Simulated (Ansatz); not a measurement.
Basis-set extrapolation for ClH₄PSi, SMILES `P[SiH2]Cl` (PBE0-D4/def2-TZVP geometry, frozen core, the Gaussian-basis code of Ansatz). Multiplicity 1, RHF reference.

|  | def2-TZVPP | def2-QZVPP |
| --- | --- | --- |
| HF | -1091.587642 | -1091.619402 |
| MP2 correlation | -0.471905 | -0.513842 |
| CCSD(T) correlation | -0.547579 | not run |

Energies in hartree. Use E(X) = E(∞) + A·exp(−7.88·√X) for Hartree–Fock and E(X) = E(∞) + B·X^(−2.97) for correlation, with X = 3 and 4, and add CCSD(T) minus MP2 of the smaller set to the MP2 limit.

**Question.** What is the CCSD(T) energy at the basis-set limit?

**Answer.** HF limit: -1091.619402 + (-0.031760) × 0.13774 = -1091.62378. MP2 limit: -0.513842 + (-0.041937) × 0.74074 = -0.54491. Higher-order term: -0.547579 − (-0.471905) = -0.07567. Total: -1092.24436 hartree, 68.5 kcal/mol below CCSD(T)/def2-TZVPP.
